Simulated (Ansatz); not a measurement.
## One elementary step

Start structure (AlSiH4Cl, closed shell), relaxed at PBE0-D4/def2-TZVP:

```xyz
7
angstrom
Al -1.2387 -0.5180 0.1776
Si 1.0414 0.2968 -0.1768
H -1.7261 -2.0106 -0.0088
Cl -2.7024 0.8668 0.7818
H 1.9876 -0.4087 0.7343
H 1.1588 1.7595 0.0656
H 1.4794 0.0142 -1.5738
```

The step: AlSiH₄Cl ([SiH3][AlH][Cl]) → AlCl + SiH₄; bonds formed: Si2–H3; bonds broken: Al1–Si2, Al1–H3. Program: Ansatz 0.2.0. Basis: def2-TZVPP and def2-QZVPP. Cores are frozen in the correlated methods. Extrapolation: Hartree–Fock as exp(−7.88 √X), correlation as X^−2.97. Energies below are by CCSD(T) at an estimated basis limit (MP2 extrapolated from triple and quadruple zeta, plus CCSD(T) − MP2 in triple zeta).

(1) What are the electronic barrier and the energy of the step, from the start structure to the end structure? (An estimate is asked for; the value comes from the calculation.)

The T1 diagnostic stays at or below 0.014. The restricted Hartree–Fock reference is unstable towards an unrestricted one at one or more of these structures.

## Answers

(1) By the calculation: Barrier 2.161 eV; step energy 0.584 eV (uphill); reverse barrier, their difference, 1.577 eV. Barrier and step energy count from the start structure, the reverse barrier from the end structure.

The saddle point: One imaginary mode of 391i cm⁻¹.
```json
{"pair": "Si2–H3", "start (Å)": "3.61", "saddle (Å)": "1.79", "end (Å)": "1.49"}
{"pair": "Al1–Si2", "start (Å)": "2.45", "saddle (Å)": "2.41", "end (Å)": "3.65"}
{"pair": "Al1–H3", "start (Å)": "1.58", "saddle (Å)": "1.82", "end (Å)": "2.98"}
```

Zero-point energy (harmonic, PBE0-D4): ZPE is 0.883 eV at the start and 0.864 eV at the saddle, so the barrier goes from 2.161 to 2.142 eV.

Losses and insertions of silylenes and their heavier kin drive the gas-phase chemistry of silicon and germanium vapour deposition.

Labels in which every atom is bracketed show which atoms are joined, not bond orders.

For scale, one of the runs: CCSD(T)/def2-TZVPP, 182 basis functions, launched by `ansatz run in.yaml --threads 2 --pin off --events-out ev --progress --plain --max-ram 4352MiB`. The run took 29 s on 2 CPU threads of an Arm Neoverse V1 (shared host), with 1.5 GiB of host memory at its peak.
